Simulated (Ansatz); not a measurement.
Total energies of Li₃H₅⁺ (the lowest doublet isomer of a short search) from Ansatz at PBE0-D4/def2-TZVP, gas phase (1 Eh = 27.2114 eV = 2625.5 kJ/mol). The reference geometry is relaxed at PBE0-D4/def2-TZVP.

```csv
atom,x (Å),y (Å),z (Å)
Li1,1.057,0.035,-0.337
Li2,4.059,0.329,-1.655
Li3,-1.966,-0.215,0.922
H4,-4.025,-0.032,1.081
H5,2.368,0.164,-1.584
H6,2.858,0.208,-0.456
H7,-0.475,-0.093,0.306
H8,-3.876,-0.394,1.722
```

```json
{"state": "charge 1 doublet", "geometry": "reference", "energy (Eh)": "-25.22079"}
{"state": "charge 0 singlet", "geometry": "reference", "energy (Eh)": "-25.34885"}
{"state": "charge 1 quartet", "geometry": "relaxed at PBE0-D4/def2-TZVP", "energy (Eh)": "-25.09139"}
```

Work out the vertical electron affinity, to the singlet.

E(charge 1 doublet) − E(charge 0 singlet) = -25.22079 − (-25.34885) = 0.12806 Eh = 3.48 eV.

Which of the charge 1 states is lowest, and how far above it are the others?

The doublet. quartet: -25.09139 − (-25.22079) = 0.12940 Eh = 339.7 kJ/mol. The quartet has fallen apart, so its energy is that of loose fragments and no spin gap. The quartet differs in its bonds from the reference.

A triplet lies near this restricted singlet, and broken spin symmetry wasn't tried. 

The structure comes from a short search, and lower isomers may exist.
